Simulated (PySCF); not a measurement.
C4H7N.
Numbering: `[CH2:1]=[C:2]1[CH2:3][C@@H:4]1[NH2:5]` (hydrogens: H6, H7 on C1; H8, H9 on C3; H10 on C4; H11, H12 on N5)

The same species was optimised twice, with GFN2-xTB and with PBE0-D3(BJ)/def2-SVP (PySCF), and the same property calculations (PySCF, gas phase) were run on both structures.

| coordinate | GFN2-xTB | PBE0-D3(BJ)/def2-SVP | change |
| --- | --- | --- | --- |
| C1–H7 (Å) | 1.078 | 1.094 | +0.016 |
| C1–H6 (Å) | 1.079 | 1.094 | +0.015 |
| C1=C2 (Å) | 1.307 | 1.323 | +0.016 |
| C3–H8 (Å) | 1.080 | 1.095 | +0.015 |
| C3–H9 (Å) | 1.081 | 1.096 | +0.015 |
| C4–H10 (Å) | 1.095 | 1.104 | +0.009 |
| C3–C4 (Å) | 1.521 | 1.530 | +0.009 |
| C4–N5 (Å) | 1.438 | 1.430 | -0.008 |
| C2–C3 (Å) | 1.465 | 1.461 | -0.004 |
| N5–H12 (Å) | 1.014 | 1.018 | +0.004 |
| N5–H11 (Å) | 1.014 | 1.017 | +0.003 |
| C2–C4 (Å) | 1.469 | 1.468 | -0.001 |
| C3–C4–H10 (°) | 116.2 | 114.4 | -1.8 |
| N5–C4–H10 (°) | 117.1 | 118.8 | +1.7 |
| C2–C4–H10 (°) | 116.6 | 114.9 | -1.7 |
| C4–C3–H8 (°) | 117.0 | 115.6 | -1.4 |
| H11–N5–H12 (°) | 108.4 | 107.2 | -1.2 |
| H8–C3–H9 (°) | 114.3 | 115.3 | +1.0 |
| H6–C1–H7 (°) | 116.6 | 117.5 | +0.9 |
| C1–C2–C4 (°) | 148.7 | 147.8 | -0.9 |

Rotational constants: A = 9750, B = 4182, C = 3262 MHz (GFN2-xTB) against A = 9640, B = 4182, C = 3249 MHz (PBE0-D3(BJ)/def2-SVP). Point groups within 0.08 Å: C1 and C1.

On the GFN2-xTB structure: lowest singlet, TDDFT (eV) 6.06 [CAM-B3LYP/def2-SVPD]; lowest triplet, Tamm–Dancoff (eV) 4.45 [CAM-B3LYP/def2-SVPD]; isotropic polarisability (au) 56.9 [CAM-B3LYP/def2-SVPD]; HOMO (eV) -8.46 [CAM-B3LYP/def2-SVPD]; LUMO (eV) 1.06 [CAM-B3LYP/def2-SVPD]; dipole (D) 1.36 [CAM-B3LYP/def2-SVPD]; HOMO (eV) -6.87 [PBE0/pcSseg-1]; LUMO (eV) 0.19 [PBE0/pcSseg-1]; dipole (D) 1.40 [PBE0/pcSseg-1]; GIAO shielding of C1 (ppm) 76.3 [PBE0/pcSseg-1]; GIAO shielding of C2 (ppm) 41.4 [PBE0/pcSseg-1]; GIAO shielding of C3 (ppm) 170.6 [PBE0/pcSseg-1]; GIAO shielding of C4 (ppm) 155.8 [PBE0/pcSseg-1]; GIAO shielding of N5 (ppm) 225.0 [PBE0/pcSseg-1]; C1s of C1 (eV) 290.05 [delta-SCF UKS SCAN, pcX-2 on the ionised atom, pcseg-1 elsewhere, spin-free X2C]; C1s of C2 (eV) 290.40 [delta-SCF UKS SCAN, pcX-2 on the ionised atom, pcseg-1 elsewhere, spin-free X2C]; C1s of C3 (eV) 290.47 [delta-SCF UKS SCAN, pcX-2 on the ionised atom, pcseg-1 elsewhere, spin-free X2C]; C1s of C4 (eV) 291.42 [delta-SCF UKS SCAN, pcX-2 on the ionised atom, pcseg-1 elsewhere, spin-free X2C]; N1s of N5 (eV) 404.98 [delta-SCF UKS SCAN, pcX-2 on the ionised atom, pcseg-1 elsewhere, spin-free X2C].

Question: What do these properties become on the PBE0-D3(BJ)/def2-SVP structure?

Answer: 
```json
{"property": "lowest singlet, TDDFT (eV)", "level": "CAM-B3LYP/def2-SVPD", "on GFN2-xTB": "6.06", "on PBE0-D3(BJ)/def2-SVP": "6.06", "change": "0.00"}
{"property": "lowest triplet, Tamm–Dancoff (eV)", "level": "CAM-B3LYP/def2-SVPD", "on GFN2-xTB": "4.45", "on PBE0-D3(BJ)/def2-SVP": "4.29", "change": "-0.16"}
{"property": "isotropic polarisability (au)", "level": "CAM-B3LYP/def2-SVPD", "on GFN2-xTB": "56.9", "on PBE0-D3(BJ)/def2-SVP": "57.8", "change": "+0.9"}
{"property": "HOMO (eV)", "level": "CAM-B3LYP/def2-SVPD", "on GFN2-xTB": "-8.46", "on PBE0-D3(BJ)/def2-SVP": "-8.50", "change": "-0.04"}
{"property": "LUMO (eV)", "level": "CAM-B3LYP/def2-SVPD", "on GFN2-xTB": "1.06", "on PBE0-D3(BJ)/def2-SVP": "1.00", "change": "-0.06"}
{"property": "dipole (D)", "level": "CAM-B3LYP/def2-SVPD", "on GFN2-xTB": "1.36", "on PBE0-D3(BJ)/def2-SVP": "1.41", "change": "+0.05"}
{"property": "energy, GFN2-xTB geometry as zero (kcal/mol)", "level": "CAM-B3LYP/def2-SVPD", "on GFN2-xTB": "0.0", "on PBE0-D3(BJ)/def2-SVP": "-0.3", "change": "-0.3"}
{"property": "HOMO (eV)", "level": "PBE0/pcSseg-1", "on GFN2-xTB": "-6.87", "on PBE0-D3(BJ)/def2-SVP": "-6.93", "change": "-0.06"}
{"property": "LUMO (eV)", "level": "PBE0/pcSseg-1", "on GFN2-xTB": "0.19", "on PBE0-D3(BJ)/def2-SVP": "0.12", "change": "-0.07"}
{"property": "dipole (D)", "level": "PBE0/pcSseg-1", "on GFN2-xTB": "1.40", "on PBE0-D3(BJ)/def2-SVP": "1.45", "change": "+0.05"}
{"property": "energy, GFN2-xTB geometry as zero (kcal/mol)", "level": "PBE0/pcSseg-1", "on GFN2-xTB": "0.0", "on PBE0-D3(BJ)/def2-SVP": "-0.3", "change": "-0.3"}
{"property": "GIAO shielding of C1 (ppm)", "level": "PBE0/pcSseg-1", "on GFN2-xTB": "76.3", "on PBE0-D3(BJ)/def2-SVP": "72.6", "change": "-3.7"}
{"property": "GIAO shielding of C2 (ppm)", "level": "PBE0/pcSseg-1", "on GFN2-xTB": "41.4", "on PBE0-D3(BJ)/def2-SVP": "37.9", "change": "-3.5"}
{"property": "GIAO shielding of C3 (ppm)", "level": "PBE0/pcSseg-1", "on GFN2-xTB": "170.6", "on PBE0-D3(BJ)/def2-SVP": "168.1", "change": "-2.5"}
{"property": "GIAO shielding of C4 (ppm)", "level": "PBE0/pcSseg-1", "on GFN2-xTB": "155.8", "on PBE0-D3(BJ)/def2-SVP": "155.9", "change": "+0.1"}
{"property": "GIAO shielding of N5 (ppm)", "level": "PBE0/pcSseg-1", "on GFN2-xTB": "225.0", "on PBE0-D3(BJ)/def2-SVP": "224.6", "change": "-0.4"}
{"property": "C1s of C1 (eV)", "level": "delta-SCF UKS SCAN, pcX-2 on the ionised atom, pcseg-1 elsewhere, spin-free X2C", "on GFN2-xTB": "290.05", "on PBE0-D3(BJ)/def2-SVP": "290.13", "change": "+0.08"}
{"property": "C1s of C2 (eV)", "level": "delta-SCF UKS SCAN, pcX-2 on the ionised atom, pcseg-1 elsewhere, spin-free X2C", "on GFN2-xTB": "290.40", "on PBE0-D3(BJ)/def2-SVP": "290.42", "change": "+0.02"}
{"property": "C1s of C3 (eV)", "level": "delta-SCF UKS SCAN, pcX-2 on the ionised atom, pcseg-1 elsewhere, spin-free X2C", "on GFN2-xTB": "290.47", "on PBE0-D3(BJ)/def2-SVP": "290.52", "change": "+0.05"}
{"property": "C1s of C4 (eV)", "level": "delta-SCF UKS SCAN, pcX-2 on the ionised atom, pcseg-1 elsewhere, spin-free X2C", "on GFN2-xTB": "291.42", "on PBE0-D3(BJ)/def2-SVP": "291.41", "change": "-0.01"}
{"property": "N1s of N5 (eV)", "level": "delta-SCF UKS SCAN, pcX-2 on the ionised atom, pcseg-1 elsewhere, spin-free X2C", "on GFN2-xTB": "404.98", "on PBE0-D3(BJ)/def2-SVP": "405.06", "change": "+0.08"}
```

The heavy atoms differ by 0.008 Å rms after alignment. Among all bonds C1=C2, C1–H6, C1–H7, C3–H8 and C3–H9 change most and about equally (+0.015 to +0.016 Å). Changes are differences of the printed values. Neither structure is proved a minimum here.

Shape of the structure used: `[CH2:1]=[C:2]1[CH2:3][C@@H:4]1[NH2:5]`: H–N5–C4–C3 -148°, H–N5–C4–C3 93°.
